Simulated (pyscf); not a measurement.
Structures and frequencies: ωB97X-D3(BJ)/def2-SVP in PySCF.

Problem. PBE/def2-TZVP puts the barrier of H₂N–Mo(=S)(=S)–SH + H₂S → S=Mo(=S)(SH)–SH + ammonia (NH₃) (four-centre exchange; singlet surface; Mo–N, H–S broken, Mo–S, H–N formed) at 13.3 kcal/mol and the reaction energy at -7.5 kcal/mol, from the separated reactants. What do r²SCAN/def2-TZVP, M06-2X/def2-TZVP, ωB97M-D3(BJ)/def2-TZVP give on the same structures?

Solution. r²SCAN: ΔE‡ = 13.8 kcal/mol, ΔE = -7.2 kcal/mol; M06-2X: ΔE‡ = 17.8 kcal/mol, ΔE = -6.2 kcal/mol; ωB97M-D3(BJ): ΔE‡ = 16.5 kcal/mol, ΔE = -5.6 kcal/mol. PBE's barrier lies under all of them, by 0.5 to 4.5 kcal/mol. Its reaction energy lies under all of them, by 0.3 to 1.9 kcal/mol. On the product side the descent ends in an adduct with a Mo–N contact (not fully relaxed), 14.8 kcal/mol under the separated species and 35.1 kcal/mol under the saddle at ωB97X-D3(BJ)/def2-TZVP. What is counted as broken (Mo–N) persists as a longer contact in the product adduct; parting that adduct is a step of its own. At ωB97X-D3(BJ) the barrier from the zero used here is 10.9 kcal/mol. This is the saddle that the search found; another between the same sides may lie lower. Elements past Kr carry the def2 core potentials, without spin-orbit coupling.
